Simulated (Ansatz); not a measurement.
## Worked example: HAlGa, quartet against HAlGa, doublet

Geometry (PBE0/def2-TZVP stationary point of a doublet), kept for both states (HAlGa, doublet: Π; HAlGa, quartet: Σ⁻):

```xyz
3

Al    0.0000    0.0000    0.3496
Ga    0.0000    0.0000   -2.3209
H     0.0000    0.0000    1.9714
```

Basis cc-pVTZ; Ansatz 0.2.0. Correlated methods freeze the noble-gas cores and the filled d shells of p-block atoms. R marks a restricted (for open shells ROHF) determinant, U an unrestricted one. No spin–orbit coupling is included, and no scalar relativity.

Full CI isn't at hand for all of this; UCCSDT(Q) serves as the reference, and is uncertain by the last step of the cluster series or more.

```tsv
level	E(HAlGa, doublet) (hartree)	E(HAlGa, quartet) (hartree)
UMP2	-2165.850503	-2165.816927
UCCSD(T)	-2165.886720	-2165.850837
PBE	-2167.434859	-2167.400077
r2SCAN	-2167.817147	-2167.789437
UCCSDT(Q)	-2165.888560	-2165.853148
```

Problem. Give the vertical gap, HAlGa quartet less HAlGa doublet, at each level in eV (1 hartree = 27.2114 eV), and each error against UCCSDT(Q).

Solution. UCCSDT(Q): (-2165.853148 − (-2165.888560)) × 27.2114 = 0.964 eV (the reference)
r2SCAN: (-2167.789437 − (-2167.817147)) × 27.2114 = 0.754 eV, error -0.210 eV
PBE: (-2167.400077 − (-2167.434859)) × 27.2114 = 0.946 eV, error -0.018 eV
UCCSD(T): (-2165.850837 − (-2165.886720)) × 27.2114 = 0.976 eV, error 0.012 eV
UMP2: (-2165.816927 − (-2165.850503)) × 27.2114 = 0.914 eV, error -0.050 eV

Total energies of functionals can't be set beside those of wave-function methods, since they hold the core's correlation and their own absolute errors; only the differences compare.

Each level lands on the state that its own search finds. T1 diagnostics of restricted CCSD: 0.022 and 0.046.
